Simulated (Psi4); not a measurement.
**SiH3Cl (SiClH3): CCSD(T)/6-311+G(d,p) (ints tolerance 1e-08, sweep point 4)**

Aim: the vertical singlet–triplet gap of SiH3Cl (SiClH3) at CCSD(T)/6-311+G** (ints tolerance 1e-08, sweep point 4), from 2 runs. 

The calculation is run with Psi4 1.11.

4 further runs of the same task are left out: 2 that didn't finish, 2 set aside as unsound or not needed.

### Step 1. The molecule

SiH3Cl has 5 atoms, charge 0, and is taken as a singlet. As SMILES, `[H][Si]([H])([H])Cl`. The coordinates come from a GFN2-xTB relaxation.

Bond lengths: Si1–Cl2 2.010 Å, Si1–H3 1.458 Å, Si1–H4 1.458 Å, Si1–H5 1.458 Å. Angles: Cl2–Si1–H3 108.3°, Cl2–Si1–H4 108.2°, Cl2–Si1–H5 108.0°, H3–Si1–H4 110.8°, H3–Si1–H5 110.8°, H4–Si1–H5 110.7°.

### Step 2. A single-point energy at CCSD(T)/6-311+G(d,p) (ints tolerance 1e-08, sweep point 4)

File job.py:

```python
import psi4

psi4.set_memory(1600000000)
psi4.set_num_threads(1)
psi4.set_output_file('psi4.out', False)

mol = psi4.geometry("""
Si     0.000290     0.001940    -0.129410
Cl     0.010690    -0.020840     1.880630
H      1.382330     0.011210    -0.594910
H     -0.700750     1.203700    -0.566480
H     -0.692550    -1.196020    -0.589840
symmetry c1
""")

options = {'basis': '6-311+G**', 'reference': 'rhf', 'puream': True, 'scf_type': 'direct', 'num_frozen_docc': 10, 'ints_tolerance': 1e-08, 'maxiter': 60}
psi4.set_options(options)

e = psi4.energy('ccsd(t)', molecule=mol)
print('E =', round(e, 9))
```

Command:

```
$ python job.py
```

psi4.out:

```text
[...]
  Running in c1 symmetry.
[...]
  Nuclear repulsion =   88.098848297496644
[...]
  Multiplicity = 1
[...]
  Nalpha       = 17
  Nbeta        = 17
[...]
    Number of basis functions: 78
[...]
   @DF-RHF iter   1:  -750.20816087695175   -3.13371e-01   2.73231e-03 ADIIS/DIIS
[...]
   @RHF iter  16:  -750.23377074901759   -1.81899e-12   2.47355e-09 DIIS
[...]
    Orbital Energies [Eh]
    ---------------------
    Doubly Occupied:
       1A   -104.828039     2A    -68.819857     3A    -10.556951
       4A     -8.025089     5A     -8.022538     6A     -8.022537
       7A     -6.165958     8A     -4.273778     9A     -4.272190
      10A     -4.272189    11A     -1.108745    12A     -0.738948
      13A     -0.538164    14A     -0.538122    15A     -0.536400
      16A     -0.453269    17A     -0.453090
[...]
  @RHF Final Energy:  -750.23377074901759
   => Energetics <=
    Nuclear Repulsion Energy =             88.0988482974966445
    One-Electron Energy =               -1213.4135082839411552
    Two-Electron Energy =                 375.0808892374267884
    Total Energy =                       -750.2337707490175944
[...]
 Multipole Moments:
 ------------------------------------------------------------------------------------
     Multipole            Electronic (a.u.)      Nuclear  (a.u.)        Total (a.u.)
 ------------------------------------------------------------------------------------
 L = 1.  Multiply by 2.5417464519 to convert [e a0] to [Debye]
 Dipole X            :          0.0297465           -0.0308509           -0.0011044
 Dipole Y            :         -0.0468537            0.0558927            0.0090390
 Dipole Z            :          4.4329080           -5.1222881           -0.6893801
 Magnitude           :                                                    0.6894402
[...]
      * MP2 total energy                      = -750.476924006903687
[...]
      * CCSD total energy                     = -750.510808352117465
[...]
      * CCSD(T) total energy                  = -750.516855906563478
```

Standard output:

```text
E = -750.516855907
```

Wall time 10 s (1 thread of Intel Xeon Platinum 8488C (Sapphire Rapids), shared host); peak memory 0.44 GiB.

### Step 3. The triplet

File clh3si.py:

```python
import psi4

psi4.set_memory(1600000000)
psi4.set_num_threads(1)
psi4.set_output_file('output.dat', False)

mol = psi4.geometry("""
0 3
Si     0.000290     0.001940    -0.129410
Cl     0.010690    -0.020840     1.880630
H      1.382330     0.011210    -0.594910
H     -0.700750     1.203700    -0.566480
H     -0.692550    -1.196020    -0.589840
symmetry c1
""")

psi4.set_options({
    'basis': '6-311+G**',
    'reference': 'uhf',
    'puream': True,
    'scf_type': 'direct',
    'num_frozen_docc': 10,
    'ints_tolerance': 1e-08,
    'maxiter': 150,
})

e_tot = psi4.energy("ccsd(t)")
print(f'total energy {e_tot:.8f} hartree = {e_tot * 27.211386:.5f} eV')
for k, v in sorted(psi4.core.scalar_variables().items()):
    print(f'{k:45s} {v:18.10f}')
```

Command:

```
$ python clh3si.py
```

output.dat:

```text
[...]
  Running in c1 symmetry.
[...]
  Nuclear repulsion =   88.098848297496644
[...]
  Multiplicity = 3
[...]
  Nalpha       = 18
  Nbeta        = 16
[...]
    Number of basis functions: 78
[...]
   @DF-UHF iter   1:  -749.90250670803209   -7.71681e-03   2.68483e-03 DIIS/ADIIS
[...]
   @UHF iter  57:  -749.94937790508084   -2.19416e-11   7.77346e-09 DIIS
[...]
   @S^2 Observed:                2.010129253E+00
[...]
    Orbital Energies [Eh]
    ---------------------
    Alpha Occupied:
       1A   -105.004599     2A    -68.816807     3A    -10.733965
       4A     -8.216769     5A     -8.194993     6A     -8.191730
       7A     -6.167043     8A     -4.278412     9A     -4.271960
      10A     -4.271686    11A     -1.294225    12A     -0.794217
      13A     -0.702561    14A     -0.637633    15A     -0.635212
      16A     -0.518129    17A     -0.499227    18A     -0.128278
    Alpha Virtual:
      19A      0.050464    20A      0.064797    21A      0.069293
      22A      0.086913    23A      0.116103    24A      0.116916
      25A      0.121483    26A      0.138491    27A      0.143503
[...]
  @UHF Final Energy:  -749.94937790508084
   => Energetics <=
    Nuclear Repulsion Energy =             88.0988482974966445
    One-Electron Energy =               -1210.5562884698529160
    Two-Electron Energy =                 372.5080622672753634
    Total Energy =                       -749.9493779050808371
  UHF NO Occupations:
  HONO-2 :   16  A 1.9970808
  HONO-1 :   17  A 1.0000000
[...]
 Multipole Moments:
 ------------------------------------------------------------------------------------
     Multipole            Electronic (a.u.)      Nuclear  (a.u.)        Total (a.u.)
 ------------------------------------------------------------------------------------
 L = 1.  Multiply by 2.5417464519 to convert [e a0] to [Debye]
 Dipole X            :         -0.0148475           -0.0308509           -0.0456984
 Dipole Y            :         -0.0994419            0.0558927           -0.0435492
 Dipole Z            :          5.8227108           -5.1222881            0.7004227
 Magnitude           :                                                    0.7032616
[...]
      * MP2 total energy                      = -750.187464175695936
[...]
      * CCSD total energy                     = -750.230223097779799
[...]
      * CCSD(T) total energy                     = -750.238697503205685
```

Run time: 34 s. Hardware: 1 thread of Intel Xeon Platinum 8488C (Sapphire Rapids), shared host; peak memory 0.45 GiB.

### Step 4. Summary of results

At CCSD(T)/6-311+G** (ints tolerance 1e-08, sweep point 4), 10 core orbitals frozen:

| quantity | value |
| --- | --- |
| singlet: total energy | -750.51686 Eh |
| singlet: HOMO energy (Hartree–Fock orbitals) | -12.33 eV |
| singlet: LUMO energy (Hartree–Fock orbitals) | 1.58 eV |
| singlet: HOMO–LUMO gap (Hartree–Fock orbitals) | 13.91 eV |
| singlet: correlation energy (10 core orbitals frozen) | -283.1 mEh |
| singlet: (T) correction | -6.05 mEh |
| singlet: T1 diagnostic | 0.008 |
| triplet: total energy | -750.23870 Eh |
| triplet: HOMO energy (Hartree–Fock orbitals) (highest over α and β) | -3.49 eV |
| triplet: correlation energy (10 core orbitals frozen) | -289.3 mEh |
| triplet: (T) correction | -8.47 mEh |
| triplet: ⟨S²⟩ of the reference determinant | 2.010 |
| triplet: T1 diagnostic | 0.072 |
| vertical energy of the triplet above the singlet | 7.569 eV |

At this shape the triplet lies 7.57 eV (730 kJ/mol) above the singlet. The triples (singlet) make up 2.1 % of the correlation energy. The T1 diagnostic (triplet) of 0.072 is above the customary mark for such species, so a single reference may not serve. The triples (triplet) make up 2.9 % of the correlation energy.
